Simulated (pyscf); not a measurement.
Single points on ωB97X-D3(BJ)/def2-SVP structures (PySCF, gas phase).

### Question
What is the homolytic dissociation enthalpy (298 K, ωB97M-D3(BJ)/def2-TZVP) of the Mo–O bond of `[OH][Mo](=[S])([SH])([Cl])[Cl]`, to OH• + [S=Mo(SH)(Cl)–Cl]•?

### Answer
Mo–O to OH• + [S=Mo(SH)(Cl)–Cl]•: 240.8 kJ/mol. The 7 functionals that were run give +233.4 (M06-2X) to +294.5 kJ/mol (PBE). The radicals are drawn with the spin at the cut bond; how far it spreads was not checked. Other isomers of [S=Mo(SH)(Cl)–Cl]• were not searched in full and may lie lower. Left out: the spin-orbit lowering of OH. Open-shell species with a d-block atom are single-reference here; other states, and whether the spin sits on metal or ligand, were not checked. Elements past Kr carry the def2 core potentials, without spin-orbit coupling.
